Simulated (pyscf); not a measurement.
`[OH][Si]([Cl])([Cl])[Cl]` + `[H][H]` → `[Cl][SiH]([Cl])[Cl]` + `[OH2]` (four-centre exchange; singlet surface; O–Si, H–H broken, H–Si, H–O formed). Structures and frequencies: ωB97X-D3(BJ)/def2-SVP in PySCF. Energies in kcal/mol from the separated reactants.

```
level                      barrier  reaction energy
----------------------  ----------  ---------------
PBE/def2-TZVP                 49.3            +19.5
r²SCAN/def2-TZVP              53.3            +22.9
B3LYP-D3(BJ)/def2-TZVP  (withheld)            +21.3
PBE0-D3(BJ)/def2-TZVP   (withheld)       (withheld)
M06-2X/def2-TZVP              57.4            +23.6
HF/def2-TZVP                  73.7            +19.2
```

### Question
What belongs in the gaps?

### Answer

- B3LYP-D3(BJ)/def2-TZVP, barrier: 55.7
- PBE0-D3(BJ)/def2-TZVP, barrier: 51.4
- PBE0-D3(BJ)/def2-TZVP, reaction energy: +20.0

The functionals in the table span 8.2 kcal/mol in this barrier, from PBE to M06-2X. On the product side the descent ends in a complex (not fully relaxed), 4.1 kcal/mol under the separated species and 38.2 kcal/mol under the saddle at ωB97X-D3(BJ)/def2-TZVP. This is the saddle that the search found; another between the same sides may lie lower.
